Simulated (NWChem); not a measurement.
System: trimethylamine (C3H9N); SMILES CN(C)C

The following NWChem deck was run.

```
start job
memory heap 200 mb stack 900 mb global 1100 mb
geometry units angstroms
  C      0.344332    -1.338727     0.060753
  N      0.000000     0.000000    -0.338035
  C      0.987205     0.967564     0.060753
  C     -1.331537     0.371163     0.060753
  H      0.380204    -1.477369     1.167300
  H      1.333048    -1.612589    -0.339966
  H     -0.389719    -2.055618    -0.339701
  H      1.089337     1.067951     1.167300
  H      0.730019     1.960748    -0.339966
  H      1.975077     0.690302    -0.339701
  H     -1.469541     0.409418     1.167300
  H     -1.585358     1.365316    -0.339701
  H     -2.063067    -0.348159    -0.339966
end
basis spherical
  * library sto-3g
end
dft
  xc hfexch
  iterations 150
end
driver
  maxiter 120
end
task dft optimize
task dft freq
```

The level has its own optimisation; frequencies are unscaled.

Q: Predict the main results of this run. (Hartree-Fock/STO-3G.) Quantities: r C–N (Å); highest harmonic frequency (cm⁻¹); lowest (cm⁻¹); zero-point energy (kcal/mol); dipole (D).

A: 
- r C–N (Å) = 1.485
- highest harmonic frequency (cm⁻¹) = 3745
- lowest (cm⁻¹) = 250
- zero-point energy (kcal/mol) = 89.9
- dipole (D) = 1.13
